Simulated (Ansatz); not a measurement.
C₂HFO₂ (`O=C1OC1F`), relaxed with RKS PBE-D4/def2-SVP in the Gaussian-basis code of Ansatz from a rough embedded geometry. The force threshold is 0.03 eV/Å; the program also tests the step.

The species carries charge 0 and has multiplicity 1.

Start:

```xyz
6

O     0.807   -1.625    0.766
C     0.163   -0.642    0.499
O    -0.834    0.075    0.861
C    -0.182    0.416   -0.380
F     0.644    1.556   -0.383
H    -0.599    0.220   -1.363
```

```tsv
step	energy (eV)	largest force (eV/Å)	largest move (Å)
1	-8883.4268	4.221	0.000
2	-8883.7842	2.087	0.109
3	-8883.8685	0.640	0.039
4	-8883.8829	0.217	0.013
5	-8883.8855	0.263	0.016
6	-8883.8866	0.108	0.009
7	-8883.8873	0.018	0.006
```

End:

```xyz
6

O     0.812   -1.650    0.889
C     0.218   -0.705    0.465
O    -0.841    0.074    0.812
C    -0.095    0.404   -0.432
F     0.603    1.548   -0.378
H    -0.697    0.329   -1.357
```

Hardware: 4 threads of a server CPU on a shared host. Wall time 7.5 s, peak host memory 0.13 GiB.
